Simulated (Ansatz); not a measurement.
# CH6BN (built from SMILES CBN): functionals against CCSD(T) at one geometry

An exercise on one series of results from a longer session: the logs are not shown, and one member is left open.

Method: single points in def2-TZVPP; program: Ansatz 0.2.0, Gaussian basis.

Correlated methods freeze the cores.

### The starting structure

9 atoms, charge 0, spin multiplicity 1.

Atoms are counted from 1 here; the program's logs count them from 0.

Bond lengths: B1–C2 1.777 Å, B1–N3 1.403 Å, B1–H4 1.392 Å, B1–H5 1.179 Å, C2–H6 1.140 Å, C2–H7 1.082 Å, C2–H8 1.014 Å, N3–H4 1.303 Å, N3–H9 0.792 Å. Angles: C2–B1–N3 105.3°, C2–B1–H4 49.7°, C2–B1–H5 118.3°, N3–B1–H4 55.6°, N3–B1–H5 136.3°, H4–B1–H5 167.8°, B1–C2–H6 128.2°, B1–C2–H7 96.9°, B1–C2–H8 110.3°, H6–C2–H7 104.6°, H6–C2–H8 110.2°, H7–C2–H8 102.1°, B1–N3–H4 61.8°, B1–N3–H9 127.8°, H4–N3–H9 169.4°, B1–H4–N3 62.6°.

Geometry (Å):

| atom | x (Å) | y (Å) | z (Å) |
| --- | --- | --- | --- |
| B1 | -0.6148 | 0.0370 | -0.6004 |
| C2 | 0.4420 | 0.5366 | 0.7386 |
| N3 | -0.1651 | -1.2391 | -0.9697 |
| H4 | 0.4635 | -0.6174 | -0.0119 |
| H5 | -1.5003 | 0.7512 | -0.9089 |
| H6 | 1.5051 | 0.1923 | 0.9644 |
| H7 | 0.5479 | 1.5719 | 0.4411 |
| H8 | -0.0908 | 0.6157 | 1.5976 |
| H9 | -0.4936 | -1.7381 | -1.4895 |

The first run:

File run/in.yaml:

```yaml
crystal:
  periodic: [false, false, false]
  atoms:
    - {symbol: B, position_ang: [-0.614800, 0.037000, -0.600400]}
    - {symbol: C, position_ang: [0.442000, 0.536600, 0.738600]}
    - {symbol: N, position_ang: [-0.165100, -1.239100, -0.969700]}
    - {symbol: H, position_ang: [0.463500, -0.617400, -0.011900]}
    - {symbol: H, position_ang: [-1.500300, 0.751200, -0.908900]}
    - {symbol: H, position_ang: [1.505100, 0.192300, 0.964400]}
    - {symbol: H, position_ang: [0.547900, 1.571900, 0.441100]}
    - {symbol: H, position_ang: [-0.090800, 0.615700, 1.597600]}
    - {symbol: H, position_ang: [-0.493600, -1.738100, -1.489500]}
basis:
  gaussian: {orbitals: def2-TZVPP}
correlation: {method: ccsd_t}
output: {forces: true}
```

The command line of these runs was not kept.

Steps of the session up to this table: CCSD(T)/def2-TZVPP; PBE0-D4/def2-TZVPP; wB97M-V/def2-TZVPP; r2SCAN-D4/def2-TZVPP; PBE-D4/def2-TZVPP; B97M-V/def2-TZVPP; HSE06-D4/def2-TZVPP.

One of the session's tables, all rows but one given; the rest of the session is left out.

```
   method  RMS force component (eV/Å)  angle to CCSD(T) forces (°)  dipole (D)
  CCSD(T)                       6.036                    reference        1.41
  PBE0-D4                       6.084                          1.4        1.56
  wB97M-V                       6.046                          1.1        1.54
r2SCAN-D4                       6.024                          1.0        1.53
   PBE-D4                       6.060                          1.2        1.44
   B97M-V                       5.994                          1.8        1.51
 HSE06-D4                           ?                            ?           ?
```

Q: Estimate the row for HSE06-D4 from the others.

**Answer.** RMS force component (eV/Å): 6.086; angle to CCSD(T) forces (°): 1.3; dipole (D): 1.56. In the column «RMS force component (eV/Å)» it is the highest.
